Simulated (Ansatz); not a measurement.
**C2HF (fluoroacetylene) at 6 levels**

Wanted: a comparison of 6 runs (HF/STO-3G, wB97M-V/STO-3G, UMP2/STO-3G, CCSDTQ/STO-3G, CCSD/STO-3G, FCI/STO-3G) of C2HF (fluoroacetylene). 

Program for the calculation: Ansatz 0.2.0.

49 further runs of the same task are left out: 5 that didn't finish, 44 set aside as unsound or not needed.

## Step 1: The molecule

The species is C2HF (4 atoms), meant as a singlet with charge 0. As SMILES, `C#CF`. The H4–C1 distance was set to 2.126 Å, away from the relaxed value. At this shape a bond of the SMILES string is far longer than usual.

Bond lengths: C1–C2 1.192 Å, C2–F3 1.270 Å. Angles: C1–C2–F3 180.0°.

## Step 2: A single-point energy at HF/STO-3G (run 1)

Input file run.yaml:

```yaml
crystal:
  periodic: [false, false, false]
  atoms:
    - {symbol: C, position_ang: [0.230751, -0.290496, 0.185434]}
    - {symbol: C, position_ang: [0.895051, -1.124446, 0.719464]}
    - {symbol: F, position_ang: [1.602381, -2.012616, 1.287954]}
    - {symbol: H, position_ang: [-0.952830, 1.196740, -0.765890]}
basis:
  gaussian: {orbitals: STO-3G}
hamiltonian: {xc: hf}
accuracy: high
```

Run with:

```console
$ ansatz run run.yaml --threads 1 --pin off --max-ram 3480MiB --events-out events.jsonl --progress --plain --runs-dir runs
```

The log of the run:

```text
Warning: RAYON_NUM_THREADS=1 ignored (pool sized by the plan → 1); use --threads N
Functional definition: HF
  name "HF"
  exchange = exact_x
  correlation = 0
270 factors; integrals over basis functions are off by at most 4.2e-8 eV
mean field evaluation 1: about -4705.4587 eV, gradient 2.3e1 eV
mean field evaluation 2: about -4705.4982 eV, gradient 2.3e1 eV
mean field evaluation 4: about -4707.9419 eV, gradient 2.5e0 eV
mean field evaluation 8: about -4707.9723 eV, gradient 3.3e-2 eV
mean field -4707.97233138 eV, -173.0147919998 hartree, gradient 8.3e-8 eV, S^2 0.000000; 0 other end points of the search recorded, 0 dependent functions left out
reference -4707.97233138 eV, -173.0147919998 hartree; 11, 11 occupied and 5, 5 virtual orbitals, 270 factors
Total energy: -4707.97233138 eV, -173.0147919998 hartree
```

Wall time 0.1 s (1 thread of Intel Xeon Platinum 8259CL at 2.50GHz (Skylake/Cascade Lake), shared host).

## Step 3: A single-point energy at wB97M-V/STO-3G (run 2)

Input file input.yaml:

```yaml
crystal:
  periodic: [false, false, false]
  atoms:
    - {symbol: C, position_ang: [0.230751, -0.290496, 0.185434]}
    - {symbol: C, position_ang: [0.895051, -1.124446, 0.719464]}
    - {symbol: F, position_ang: [1.602381, -2.012616, 1.287954]}
    - {symbol: H, position_ang: [-0.952830, 1.196740, -0.765890]}
basis:
  gaussian:
    orbitals: STO-3G
accuracy: high
hamiltonian:
  xc: {name: wB97M-V}
```

Run with:

```console
$ ansatz run input.yaml --threads 1 --pin off --max-ram 3480MiB --events-out events.jsonl --progress --plain --runs-dir runs
```

The log of the run (excerpt; [...] marks lines left out):

```text
Warning: RAYON_NUM_THREADS=1 ignored (pool sized by the plan → 1); use --threads N
Functional definition: wB97M-V
  name "wB97M-V"
[...]
  gx(w, u) = 1 - cx + cx01*u + cx10*w
  gss(w, u) = css00 + css04*u^4 + css10*w + css20*w^2 + css43*w^4*u^3
  gos(w, u) = cos00 + cos10*w + (cos20 + cos21*u)*w^2 + (cos60 + cos61*u)*w^6
[...]
      + integral(e_c_pw_mod_opposite_spin*gos(b97_w_opposite, b97_u_opposite)) + vv10(b, c)
270 factors; integrals over basis functions are off by at most 4.2e-8 eV
121 factors; integrals over basis functions are off by at most 5.3e-10 eV
[...]
mean field -4732.18827675 eV, -173.9047115783 hartree, gradient 6.7e-8 eV, S^2 0.000000; 0 other end points of the search recorded, 0 dependent functions left out
reference -4732.18827855 eV, -173.9047116443 hartree; 11, 11 occupied and 5, 5 virtual orbitals, 270 factors
Total energy: -4732.18827855 eV, -173.9047116443 hartree
```

Wall time 10 s (1 thread of Intel Xeon Platinum 8259CL at 2.50GHz (Skylake/Cascade Lake), shared host); peak memory 0.23 GiB.

## Step 4: A single-point energy at UMP2/STO-3G (run 3)

Input file molecule.yaml:

```yaml
crystal:
  periodic: [false, false, false]
  atoms:
    - {symbol: C, position_ang: [0.230751, -0.290496, 0.185434]}
    - {symbol: C, position_ang: [0.895051, -1.124446, 0.719464]}
    - {symbol: F, position_ang: [1.602381, -2.012616, 1.287954]}
    - {symbol: H, position_ang: [-0.952830, 1.196740, -0.765890]}
basis:
  gaussian:
    orbitals: STO-3G
correlation:
  method: mp2
  frozen_orbitals: {C: 1, F: 1, H: 0}
magnetization:
  spin_polarized: true
  initial_magnetization: 0
accuracy: high
```

Run with:

```console
$ ansatz run molecule.yaml --threads 1 --pin off --max-ram 3480MiB --events-out events.jsonl --progress --plain --runs-dir runs
```

The log of the run (excerpt; [...] marks lines left out):

```text
Warning: RAYON_NUM_THREADS=1 ignored (pool sized by the plan → 1); use --threads N
[... 2 set-up lines as earlier in the session ...]
[...]
270 factors; integrals over basis functions are off by at most 4.2e-8 eV
[...]
mean field -4710.71880041 eV, -173.1157228751 hartree, gradient 1.9e-8 eV, S^2 1.276075; 6 other end points of the search recorded, 0 dependent functions left out
3 core orbitals not correlated: weight in the atoms' cores, before any rotation towards them, 1.000 or more for the frozen orbitals, at most 0.000 for the correlated occupied ones
reference -4710.71880041 eV, -173.1157228751 hartree; 8, 8 occupied and 5, 5 virtual orbitals, 270 factors
second order -3.02810792 eV of doubles, -0.00000000 eV of singles
Total energy: -4713.74690833 eV, -173.2270037886 hartree
```

Wall time 0.3 s (1 thread of Intel Xeon Platinum 8259CL at 2.50GHz (Skylake/Cascade Lake), shared host).

Runs 4 to 5 aren't shown in full; the table further down has their settings and results.

## Step 5: A single-point energy at FCI/STO-3G (run 6)

Input file in.yaml:

```yaml
crystal:
  periodic: [false, false, false]
  atoms:
    - {symbol: C, position_ang: [0.230751, -0.290496, 0.185434]}
    - {symbol: C, position_ang: [0.895051, -1.124446, 0.719464]}
    - {symbol: F, position_ang: [1.602381, -2.012616, 1.287954]}
    - {symbol: H, position_ang: [-0.952830, 1.196740, -0.765890]}
basis:
  gaussian:
    orbitals: STO-3G
correlation:
  method: fci
  frozen_orbitals: {C: 1, F: 1, H: 0}
accuracy: high
```

Run with:

```console
$ ansatz run in.yaml --threads 1 --pin off --max-ram 3480MiB --events-out events.jsonl --progress --plain --runs-dir runs
```

The log of the run (excerpt; [...] marks lines left out):

```text
Warning: RAYON_NUM_THREADS=1 ignored (pool sized by the plan → 1); use --threads N
[... 2 set-up lines as earlier in the session ...]
[...]
270 factors; integrals over basis functions are off by at most 4.2e-8 eV
[...]
mean field -4707.97233138 eV, -173.0147919998 hartree, gradient 8.3e-8 eV, S^2 0.000000; 0 other end points of the search recorded, 0 dependent functions left out; unrestricted orbitals would lower it
[...]
unrestricted determinant -4710.71880040 eV, -173.1157228750 hartree, S^2 1.2761
3 core orbitals not correlated: weight in the atoms' cores, before any rotation towards them, 1.000 or more for the frozen orbitals, at most 0.000 for the correlated occupied ones
reference -4707.97233138 eV, -173.0147919998 hartree; 8, 8 occupied and 5, 5 virtual orbitals, 270 factors
state -4715.70103974 eV, -173.2988167936 hartree
Total energy: -4715.70103974 eV, -173.2988167936 hartree
```

It took 13 s on 1 thread of Intel Xeon Platinum 8259CL at 2.50GHz (Skylake/Cascade Lake), shared host; peak memory 0.2 GiB.

## Step 6: The series

```tsv
run	level	frozen core orbitals	energy (Eh)	wall time
1	HF/STO-3G	–	-173.014792	0.1 s
2	wB97M-V/STO-3G	–	-173.904712	10 s
3	UMP2/STO-3G	3	-173.227004	0.3 s
4	CCSDTQ/STO-3G	3	-173.298726	13 s
5	CCSD/STO-3G	3	-173.290975	0.2 s
6	FCI/STO-3G	3	-173.298817	13 s
```

## Step 7: Results

```
                                          quantity          value
                               run 6: total energy  -173.29882 Eh
run 6: correlation energy (3 core orbitals frozen)     -284.0 mEh
```

What this shows: Against full CI in this basis: HF +284.0 mEh; UMP2 +71.8 mEh; CCSDTQ +0.1 mEh; CCSD +7.8 mEh. In runs 4, 5 the log says that unrestricted orbitals would lower the reference, so the values rest on an unstable closed-shell determinant (other closed-shell runs at this shape may share the fault). In runs 1, 2, 3, 4, 5, 6 the basis is minimal, so the values are rough. In runs 1, 2, 5 a closed-shell determinant meets a far-stretched bond, which it describes badly. Spin contamination of the reference: run 3 ⟨S²⟩ = 1.28. Where it is this large, the reference is a mixture of spin states, and values that rest on it are in doubt. All runs together took 36 s, the longest 13 s.
